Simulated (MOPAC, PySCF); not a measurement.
H2O, SMILES `O`, neutral singlet in the gas phase. 

Cartesian coordinates (Å):
```xyz
3

O      0.0019     0.4008     0.0000
H      0.7561    -0.2039     0.0000
H     -0.7580    -0.1969     0.0000
```
Charge 0, multiplicity 1.

All levels are single points at this geometry (B3LYP-D3(BJ)/def2-SVP); Pople sets use spherical d functions. Orbital energies aren't observables, and empty levels follow the basis.

PBE-D3(BJ)/def2-TZVP in PySCF gives gap (eV) = 6.89.

Question: Estimate the gap (eV) from each of these levels: B3LYP-D3(BJ)/def2-TZVP in PySCF; B3LYP/6-31G* in PySCF; M06-2X/6-31G* in PySCF; HF/3-21G in PySCF; PM3 in MOPAC.

Answer: 
| level | gap (eV) |
|---|---|
| B3LYP-D3(BJ)/def2-TZVP in PySCF | 8.96 |
| B3LYP/6-31G* in PySCF | 9.70 |
| M06-2X/6-31G* in PySCF | 13.42 |
| HF/3-21G in PySCF | 20.15 |
| PM3 in MOPAC | 16.36 |
